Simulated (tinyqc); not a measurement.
Inside a calculation (part 2 of 2). Method: UHF in the sto-3g basis, for CH, spin multiplicity 4. This run ends on a higher stationary point, not on the lowest solution. Computed by tinyqc, a small Python program that keeps every step (integrals from PySCF). Command: `OMP_NUM_THREADS=1 python tinyqc.py 31717 31718 out.jsonl` (the two numbers bound the seeds that draw the settings). One thread of a shared host (Intel(R) Xeon(R) Processor @ 2.60GHz), about 0.1 s of CPU time with the checks.

Geometry (angstrom):
```
atom       x       y       z
C     0.0000  0.0000  0.0000
H     0.0000  0.0000  2.1300
```

## Iteration 3: DIIS over 3 matrices

error matrix X^T (FDS - SDF) X (alpha):
```
[[0.0000, -0.0003, 0.0000, 0.0000, -0.0002, 0.0031],
 [0.0003, 0.0000, 0.0000, 0.0000, -0.0071, -0.0104],
 [0.0000, 0.0000, 0.0000, 0.0000, 0.0000, 0.0000],
 [0.0000, 0.0000, 0.0000, 0.0000, 0.0000, 0.0000],
 [0.0002, 0.0071, 0.0000, 0.0000, 0.0000, -0.0913],
 [-0.0031, 0.0104, 0.0000, 0.0000, 0.0913, 0.0000]]
```

B (overlaps of the stored error matrices):
```
[[1.6673283e-01, 7.1523703e-03, 4.3715519e-03],
 [7.1523703e-03, 4.3389047e-02, 3.4180901e-02],
 [4.3715519e-03, 3.4180901e-02, 2.9837157e-02]]
```

Minimise |sum c_i e_i|^2 with sum c_i = 1: solve [B -1; -1 0][c; lambda] = [0; -1] with B_ij = tr e_i^T e_j summed over both spins, and take F = sum c_i F_i.

DIIS coefficients: [0.1285, -0.8517, 1.7232]

extrapolated F(alpha) (hartree), order 1C 1s, 1C 2s, 1C 2px, 1C 2py, 1C 2pz, 2H 1s:
```
[[-10.9308, -2.9725, 0.0000, 0.0000, 0.0035, -0.0727],
 [-2.9725, -1.5602, 0.0000, 0.0000, 0.0549, -0.1529],
 [0.0000, 0.0000, -0.3529, 0.0000, 0.0000, 0.0000],
 [0.0000, 0.0000, 0.0000, -0.3529, 0.0000, 0.0000],
 [0.0035, 0.0549, 0.0000, 0.0000, -0.2075, -0.1928],
 [-0.0727, -0.1529, 0.0000, 0.0000, -0.1928, 0.0408]]
```

extrapolated F(beta) (hartree), order 1C 1s, 1C 2s, 1C 2px, 1C 2py, 1C 2pz, 2H 1s:
```
[[-10.8265, -2.9055, 0.0000, 0.0000, 0.0035, -0.0688],
 [-2.9055, -0.7371, 0.0000, 0.0000, -0.0915, -0.1673],
 [0.0000, 0.0000, 0.4887, 0.0000, 0.0000, 0.0000],
 [0.0000, 0.0000, 0.0000, 0.4887, 0.0000, 0.0000],
 [0.0035, -0.0915, 0.0000, 0.0000, 0.3432, -0.1554],
 [-0.0688, -0.1673, 0.0000, 0.0000, -0.1554, -0.2636]]
```

## Iteration 3: diagonalisation and new density

X, order 1C 1s, 1C 2s, 1C 2px, 1C 2py, 1C 2pz, 2H 1s:
```
[[1.0243, -0.1299, 0.0000, 0.0000, -0.0008, 0.0071],
 [-0.1299, 1.0285, 0.0000, 0.0000, 0.0053, -0.0534],
 [0.0000, 0.0000, 1.0000, 0.0000, 0.0000, 0.0000],
 [0.0000, 0.0000, 0.0000, 1.0000, 0.0000, 0.0000],
 [-0.0008, 0.0053, 0.0000, 0.0000, 1.0065, -0.0665],
 [0.0071, -0.0534, 0.0000, 0.0000, -0.0665, 1.0106]]
```

D(alpha) after iteration 2, order 1C 1s, 1C 2s, 1C 2px, 1C 2py, 1C 2pz, 2H 1s:
```
[[1.0643, -0.2590, 0.0000, 0.0000, 0.0274, -0.0145],
 [-0.2590, 1.0446, 0.0000, 0.0000, -0.1108, 0.0387],
 [0.0000, 0.0000, 1.0000, 0.0000, 0.0000, 0.0000],
 [0.0000, 0.0000, 0.0000, 1.0000, 0.0000, 0.0000],
 [0.0274, -0.1108, 0.0000, 0.0000, 0.5427, 0.4303],
 [-0.0145, 0.0387, 0.0000, 0.0000, 0.4303, 0.3569]]
```

D(beta) after iteration 2, order 1C 1s, 1C 2s, 1C 2px, 1C 2py, 1C 2pz, 2H 1s:
```
[[0.9944, 0.0018, 0.0000, 0.0000, -0.0255, -0.0660],
 [0.0018, 0.0708, 0.0000, 0.0000, 0.0884, 0.2226],
 [0.0000, 0.0000, 0.0000, 0.0000, 0.0000, 0.0000],
 [0.0000, 0.0000, 0.0000, 0.0000, 0.0000, 0.0000],
 [-0.0255, 0.0884, 0.0000, 0.0000, 0.1112, 0.2799],
 [-0.0660, 0.2226, 0.0000, 0.0000, 0.2799, 0.7049]]
```

overlap S, order 1C 1s, 1C 2s, 1C 2px, 1C 2py, 1C 2pz, 2H 1s:
```
[[1.0000, 0.2484, 0.0000, 0.0000, 0.0000, 0.0058],
 [0.2484, 1.0000, 0.0000, 0.0000, 0.0000, 0.1020],
 [0.0000, 0.0000, 1.0000, 0.0000, 0.0000, 0.0000],
 [0.0000, 0.0000, 0.0000, 1.0000, 0.0000, 0.0000],
 [0.0000, 0.0000, 0.0000, 0.0000, 1.0000, 0.1307],
 [0.0058, 0.1020, 0.0000, 0.0000, 0.1307, 1.0000]]
```

A level shift of 0.2 hartree raises the virtual space: F + shift (S - S D(s) S), with D(s) the density of one spin. Diagonalise F' = X^T F X, C = X C', fill 5 alpha and 2 beta electrons from the bottom; D(s) = C_occ C_occ^T. Each column has its largest component positive (the first on a tie).

F' = X^T F X (alpha) (hartree):
```
[[-10.7054, -1.5180, 0.0000, 0.0000, -0.0100, 0.0239],
 [-1.5180, -1.0206, 0.0000, 0.0000, 0.0872, -0.1239],
 [0.0000, 0.0000, -0.3529, 0.0000, 0.0000, 0.0000],
 [0.0000, 0.0000, 0.0000, -0.3529, 0.0000, 0.0000],
 [-0.0100, 0.0872, 0.0000, 0.0000, -0.1033, -0.2863],
 [0.0239, -0.1239, 0.0000, 0.0000, -0.2863, 0.1960]]
```

orbital energies (alpha) (hartree): [-10.9378, -0.8084, -0.3529, -0.3529, -0.2765, 0.3894]

coefficients C (alpha), order 1C 1s, 1C 2s, 1C 2px, 1C 2py, 1C 2pz, 2H 1s:
```
[[0.9929, -0.2801, 0.0000, 0.0000, -0.0015, 0.0432],
 [0.0273, 1.0216, 0.0000, 0.0000, -0.0049, -0.1817],
 [0.0000, 0.0000, 0.9893, 0.1456, 0.0000, 0.0000],
 [0.0000, 0.0000, -0.1456, 0.9893, 0.0000, 0.0000],
 [-0.0003, -0.0843, 0.0000, 0.0000, 0.8240, -0.5758],
 [-0.0015, 0.0541, 0.0000, 0.0000, 0.4695, 0.8974]]
```

F' = X^T F X (beta) (hartree):
```
[[-10.5961, -1.5961, 0.0000, 0.0000, 0.0143, 0.0337],
 [-1.5961, 0.0079, 0.0000, 0.0000, -0.0986, -0.1887],
 [0.0000, 0.0000, 0.6887, 0.0000, 0.0000, 0.0000],
 [0.0000, 0.0000, 0.0000, 0.6887, 0.0000, 0.0000],
 [0.0143, -0.0986, 0.0000, 0.0000, 0.5365, -0.2279],
 [0.0337, -0.1887, 0.0000, 0.0000, -0.2279, -0.1830]]
```

orbital energies (beta) (hartree): [-10.8311, -0.3279, 0.3160, 0.6083, 0.6887, 0.6887]

coefficients C (beta), order 1C 1s, 1C 2s, 1C 2px, 1C 2py, 1C 2pz, 2H 1s:
```
[[0.9945, -0.0902, -0.2605, 0.0345, 0.0000, 0.0000],
 [0.0214, 0.3151, 0.9815, -0.1205, 0.0000, 0.0000],
 [0.0000, 0.0000, 0.0000, 0.0000, 0.1864, 0.9825],
 [0.0000, 0.0000, 0.0000, 0.0000, 0.9825, -0.1864],
 [0.0000, 0.2204, 0.0645, 0.9823, 0.0000, 0.0000],
 [-0.0013, 0.8679, -0.4282, -0.3035, 0.0000, 0.0000]]
```

D(alpha) after iteration 3, order 1C 1s, 1C 2s, 1C 2px, 1C 2py, 1C 2pz, 2H 1s:
```
[[1.0643, -0.2591, 0.0000, 0.0000, 0.0221, -0.0174],
 [-0.2591, 1.0445, 0.0000, 0.0000, -0.0902, 0.0529],
 [0.0000, 0.0000, 1.0000, 0.0000, 0.0000, 0.0000],
 [0.0000, 0.0000, 0.0000, 1.0000, 0.0000, 0.0000],
 [0.0221, -0.0902, 0.0000, 0.0000, 0.6860, 0.3823],
 [-0.0174, 0.0529, 0.0000, 0.0000, 0.3823, 0.2233]]
```

D(beta) after iteration 3, order 1C 1s, 1C 2s, 1C 2px, 1C 2py, 1C 2pz, 2H 1s:
```
[[0.9972, -0.0072, 0.0000, 0.0000, -0.0199, -0.0796],
 [-0.0072, 0.0998, 0.0000, 0.0000, 0.0695, 0.2735],
 [0.0000, 0.0000, 0.0000, 0.0000, 0.0000, 0.0000],
 [0.0000, 0.0000, 0.0000, 0.0000, 0.0000, 0.0000],
 [-0.0199, 0.0695, 0.0000, 0.0000, 0.0486, 0.1913],
 [-0.0796, 0.2735, 0.0000, 0.0000, 0.1913, 0.7532]]
```

Within a degenerate level the vectors are fixed only up to a rotation; this is one choice.

## Iteration 15 (converged): orbitals

converged F(alpha) (hartree), order 1C 1s, 1C 2s, 1C 2px, 1C 2py, 1C 2pz, 2H 1s:
```
[[-10.9527, -2.9835, 0.0000, 0.0000, -0.0001, -0.0724],
 [-2.9835, -1.6102, 0.0000, 0.0000, 0.0063, -0.1316],
 [0.0000, 0.0000, -0.3784, 0.0000, 0.0000, 0.0000],
 [0.0000, 0.0000, 0.0000, -0.3784, 0.0000, 0.0000],
 [-0.0001, 0.0063, 0.0000, 0.0000, -0.3649, -0.1279],
 [-0.0724, -0.1316, 0.0000, 0.0000, -0.1279, 0.2575]]
```

converged F(beta) (hartree), order 1C 1s, 1C 2s, 1C 2px, 1C 2py, 1C 2pz, 2H 1s:
```
[[-10.8333, -2.9051, 0.0000, 0.0000, 0.0000, -0.0689],
 [-2.9051, -0.6647, 0.0000, 0.0000, -0.0187, -0.1212],
 [0.0000, 0.0000, 0.4930, 0.0000, 0.0000, 0.0000],
 [0.0000, 0.0000, 0.0000, 0.4930, 0.0000, 0.0000],
 [0.0000, -0.0187, 0.0000, 0.0000, 0.4718, -0.1134],
 [-0.0689, -0.1212, 0.0000, 0.0000, -0.1134, -0.4505]]
```

Diagonalise F' = X^T F X, C = X C', fill 5 alpha and 2 beta electrons from the bottom; D(s) = C_occ C_occ^T. Each column has its largest component positive (the first on a tie).

F' = X^T F X (alpha) (hartree):
```
[[-10.7265, -1.5193, 0.0000, 0.0000, -0.0042, 0.0197],
 [-1.5193, -1.0766, 0.0000, 0.0000, 0.0154, -0.0869],
 [0.0000, 0.0000, -0.3784, 0.0000, 0.0000, 0.0000],
 [0.0000, 0.0000, 0.0000, -0.3784, 0.0000, 0.0000],
 [-0.0042, 0.0154, 0.0000, 0.0000, -0.3513, -0.1247],
 [0.0197, -0.0869, 0.0000, 0.0000, -0.1247, 0.2889]]
```

orbital energies (alpha) (hartree): [-10.9600, -0.8501, -0.3784, -0.3784, -0.3747, 0.3193]

coefficients C (alpha), order 1C 1s, 1C 2s, 1C 2px, 1C 2py, 1C 2pz, 2H 1s:
```
[[0.9927, -0.2825, 0.0000, 0.0000, 0.0009, 0.0297],
 [0.0279, 1.0290, 0.0000, 0.0000, -0.0064, -0.1335],
 [0.0000, 0.0000, -0.2949, 0.9555, 0.0000, 0.0000],
 [0.0000, 0.0000, 0.9555, 0.2949, 0.0000, 0.0000],
 [0.0002, -0.0125, 0.0000, 0.0000, 0.9770, -0.2508],
 [-0.0017, 0.0243, 0.0000, 0.0000, 0.1211, 1.0067]]
```

F' = X^T F X (beta) (hartree):
```
[[-10.6061, -1.5773, 0.0000, 0.0000, -0.0014, 0.0198],
 [-1.5773, -0.0988, 0.0000, 0.0000, -0.0049, -0.0877],
 [0.0000, 0.0000, 0.4930, 0.0000, 0.0000, 0.0000],
 [0.0000, 0.0000, 0.0000, 0.4930, 0.0000, 0.0000],
 [-0.0014, -0.0049, 0.0000, 0.0000, 0.4911, -0.1171],
 [0.0198, -0.0877, 0.0000, 0.0000, -0.1171, -0.4311]]
```

orbital energies (beta) (hartree): [-10.8378, -0.4593, 0.1463, 0.4930, 0.4930, 0.5058]

coefficients C (beta), order 1C 1s, 1C 2s, 1C 2px, 1C 2py, 1C 2pz, 2H 1s:
```
[[0.9946, -0.0340, -0.2753, 0.0000, 0.0000, -0.0069],
 [0.0210, 0.1032, 1.0322, 0.0000, 0.0000, 0.0304],
 [0.0000, 0.0000, 0.0000, 0.9227, 0.3856, 0.0000],
 [0.0000, 0.0000, 0.0000, -0.3856, 0.9227, 0.0000],
 [0.0002, 0.0580, -0.0215, 0.0000, 0.0000, 1.0069],
 [-0.0014, 0.9755, -0.1985, 0.0000, 0.0000, -0.1940]]
```

D(alpha) after iteration 15, order 1C 1s, 1C 2s, 1C 2px, 1C 2py, 1C 2pz, 2H 1s:
```
[[1.0653, -0.2630, 0.0000, 0.0000, 0.0046, -0.0084],
 [-0.2630, 1.0597, 0.0000, 0.0000, -0.0191, 0.0242],
 [0.0000, 0.0000, 1.0000, 0.0000, 0.0000, 0.0000],
 [0.0000, 0.0000, 0.0000, 1.0000, 0.0000, 0.0000],
 [0.0046, -0.0191, 0.0000, 0.0000, 0.9547, 0.1180],
 [-0.0084, 0.0242, 0.0000, 0.0000, 0.1180, 0.0153]]
```

D(beta) after iteration 15, order 1C 1s, 1C 2s, 1C 2px, 1C 2py, 1C 2pz, 2H 1s:
```
[[0.9904, 0.0174, 0.0000, 0.0000, -0.0018, -0.0346],
 [0.0174, 0.0111, 0.0000, 0.0000, 0.0060, 0.1006],
 [0.0000, 0.0000, 0.0000, 0.0000, 0.0000, 0.0000],
 [0.0000, 0.0000, 0.0000, 0.0000, 0.0000, 0.0000],
 [-0.0018, 0.0060, 0.0000, 0.0000, 0.0034, 0.0565],
 [-0.0346, 0.1006, 0.0000, 0.0000, 0.0565, 0.9517]]
```

Within a degenerate level the vectors are fixed only up to a rotation; this is one choice.

## Convergence

Stop when the energy changes by less than 1e-10 hartree and every element of the error matrix X^T (F D S - S D F) X (for each spin) is below 3e-06.

Course of the cycle:
```
iteration  E (hartree)     change  largest element of the error matrix
1           -36.949486          -                             1.85e-01
2           -37.450676  -5.01e-01                             1.04e-01
3           -37.496514  -4.58e-02                             9.13e-02
4           -37.537682  -4.12e-02                             7.60e-02
5           -37.565617  -2.79e-02                             6.13e-02
6           -37.587879  -2.23e-02                             1.59e-02
7           -37.588390  -5.11e-04                             6.40e-03
8           -37.588457  -6.66e-05                             3.22e-03
9           -37.588484  -2.74e-05                             8.68e-04
10          -37.588485  -1.21e-06                             2.23e-04
11          -37.588485  -1.80e-07                             9.68e-05
12          -37.588485  -5.46e-08                             2.47e-05
13          -37.588485  -3.14e-09                             6.62e-06
14          -37.588485  -1.88e-10                             1.77e-06
15          -37.588485  -1.16e-11                             4.57e-07
```

PySCF UHF in the same basis, after a stability check = -37.666970 hartree

Converged in 15 iterations. But the solution lies 0.07848 hartree above the reference: it is another stationary point, not the lowest one. Reruns (cap 100 unless said): DIIS 8: converged in 15 to a higher stationary point; damping 0.5: converged in 59 to a higher stationary point; level shift 0.5: converged in 39 to a higher stationary point; atomic densities as start, DIIS 8: converged in 11.

## Populations, bond orders and dipole

Mulliken: Z minus the diagonal of D S on the atom; Loewdin: the same with S^(1/2) D S^(1/2); Mayer order: 2 sum_s sum (D(s) S)_ij (D(s) S)_ji over the two atoms.

Charges (e):
```
atom  Mulliken  Loewdin  Mulliken spin
1C      0.0022   0.0027         3.9360
2H     -0.0022  -0.0027        -0.9360
```

Mayer bond orders:
```
pair   order
2-1   0.1239
```

dipole moment about the origin, x y z (debye): [0.0000, 0.0000, -0.0141]

<S^2> of the determinant (pure state: 3.75) = 4.6103
